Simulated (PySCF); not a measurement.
## Smallest direct gap on the k points sampled of rock-salt MgS at several levels of theory

No measured value is used here.

```json
[
 {"level (code)": "PBE (PySCF)", "value (eV)": "3.69 ± 0.04"},
 {"level (code)": "PBE0 (PySCF)", "value (eV)": "5.60 ± 0.05"},
 {"level (code)": "Hartree–Fock (PySCF)", "value (eV)": "11.84 ± 0.2"},
 {"level (code)": "evGW@PBE (PySCF)", "value (eV)": "5.86 ± 0.07"},
 {"level (code)": "G0W0@Hartree–Fock (PySCF)", "value (eV)": "7.21 ± 0.09"},
 {"level (code)": "G0W0@PBE (PySCF)", "value (eV)": "…"},
 {"level (code)": "G0W0@PBE0 (PySCF)", "value (eV)": "…"}
]
```

Problem. Complete the blanks.

Solution. 
- G0W0@PBE (PySCF), value (eV): 5.25 ± 0.05
- G0W0@PBE0 (PySCF), value (eV): 5.90 ± 0.05

At these levels the smallest gap is indirect and lower: PBE 2.78, PBE0 4.58, Hartree–Fock 10.47, evGW@PBE 5.08, G0W0@Hartree–Fock 6.27, G0W0@PBE 4.47, G0W0@PBE0 5.06 eV. Computed values are for a static lattice.  A ± on a computed value is a rough bar: the spread of its extrapolation, a floor set from checks against published values, or a statistical error. Values are at the measured cell.
